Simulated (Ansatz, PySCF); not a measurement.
This Ansatz (a first-principles code) input computes a CCSD(T)/cc-pVDZ energy:

Ansatz 0.2 input:
```yaml
crystal:
  periodic: [false, false, false]
  atoms:
    - {symbol: O, position_ang: [0.82448034, -0.71617835, -0.05253853]}
    - {symbol: C, position_ang: [-0.34237428, -0.21782999, 0.00514315]}
    - {symbol: O, position_ang: [-0.61283652, 1.00175597, 0.05424341]}
    - {symbol: H, position_ang: [1.56965726, -0.07432635, -0.05830396]}
    - {symbol: H, position_ang: [-1.20856211, -0.90331471, 0.01380597]}
basis:
  gaussian:
    orbitals: cc-pVDZ
total_charge: 1
magnetization: {spin_polarized: true, initial_magnetization: 1}
correlation: {method: ccsd_t, electrons: outside_noble_gas}
```

Write an input for the same energy in PySCF and say what it gives.


```python
from pyscf import gto, scf, mp, cc as ccmod

mol = gto.M(
    atom='''
    O     0.82448034   -0.71617835   -0.05253853
    C    -0.34237428   -0.21782999    0.00514315
    O    -0.61283652    1.00175597    0.05424341
    H     1.56965726   -0.07432635   -0.05830396
    H    -1.20856211   -0.90331471    0.01380597
    ''',
    basis='cc-pvdz',
    charge=1,
    spin=1,
    verbose=4,
)

mf = scf.UHF(mol)
mf.conv_tol = 1e-10
mf.max_cycle = 100
mf.kernel()
mo, _, stable, _ = mf.stability(return_status=True)
if not stable:
    mf.kernel(mf.make_rdm1(mo, mf.mo_occ))
mp2 = mp.MP2(mf, frozen=3).run()
cc = ccmod.CCSD(mf, frozen=3)
cc.max_cycle = 100
cc.kernel()
et = cc.ccsd_t()
print(f'E(CCSD(T)) = {cc.e_tot + et:.9f}')
```
It gives -188.91421 Eh, and Ansatz -188.91421 Eh, a difference of 0.00 mEh.
